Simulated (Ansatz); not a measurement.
A made-up structure of BNH₃S, doublet:

```
atom    x (Å)    y (Å)    z (Å)
  N1  -0.3594   0.0401  -0.5383
  B2   0.3025  -0.1433   0.3887
  S3   0.4350   1.1796   1.3806
  H4  -0.3925  -0.7561  -1.0630
  H5  -0.8408   0.9580  -0.7466
  H6   0.8553  -1.2784   0.5786
```

It is relaxed with PBE-D4/def2-SVP and then PBE0-D4/def2-TZVP (Ansatz 0.2.0). Atoms count as bonded within 1.22 times the sum of their covalent radii (H–H: 0.88 Å). The end point is not checked to be a true minimum.

Q: Does its bonding change? (A judgement: the text doesn't fix the answer.)

A: Computed: No: no bond forms or breaks.

Where it ends: The first stage lowers the energy by 3.25 eV in 6 steps. It ends as BNH₃S ([NH2][BH][S]):
```
6
angstrom
N -0.4289 0.0083 -0.6659
B 0.3503 -0.1120 0.4815
S 0.6422 1.1636 1.6954
H -0.5493 -0.7551 -1.3075
H -0.9163 0.8462 -0.9310
H 0.9020 -1.1510 0.7275
```

Labels in which every atom is bracketed show which atoms are joined, not bond orders.

For scale, one of the runs: PBE0-D4/def2-TZVP relaxation, 117 basis functions, launched by `ansatz run in.yaml --threads 2 --pin off --events-out ev --progress --plain --max-ram 4352MiB`. The run took about 19 s on 2 CPU threads of an Arm Neoverse V2 (shared host).
